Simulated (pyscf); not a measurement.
`[NH2][SiH2][NH2]` + `[H]` [doublet] → `[NH2][SiH][NH2]` [doublet] + `[H][H]`, a hydrogen abstraction (doublet surface; H–Si broken, H–H formed). Optimised with ωB97X-D3(BJ)/def2-SVP in PySCF. Energies in kJ/mol from the separated reactants.

Small-basis levels: PySCF, no dispersion term, spherical d functions. Open shells are spin-unrestricted. 

Quick MP2/6-31G* single points give ΔE‡ = 48.9 kJ/mol and ΔE = -21.2 kJ/mol. What does ωB97M-D3(BJ)/def2-TZVP give, and how far is the quick result from it?

ωB97M-D3(BJ)/def2-TZVP gives ΔE‡ = 17.5 kJ/mol and ΔE = -39.6 kJ/mol. MP2/6-31G* lies 31.4 kJ/mol over it in the barrier and 18.4 kJ/mol over it in the reaction energy, so on this step it does not hold to within 12.6 kJ/mol. ωB97M-D3(BJ)/def2-TZVP has limits of its own. This is the saddle that the search found; another between the same sides may lie lower. The angle at the transferred H is 171°.
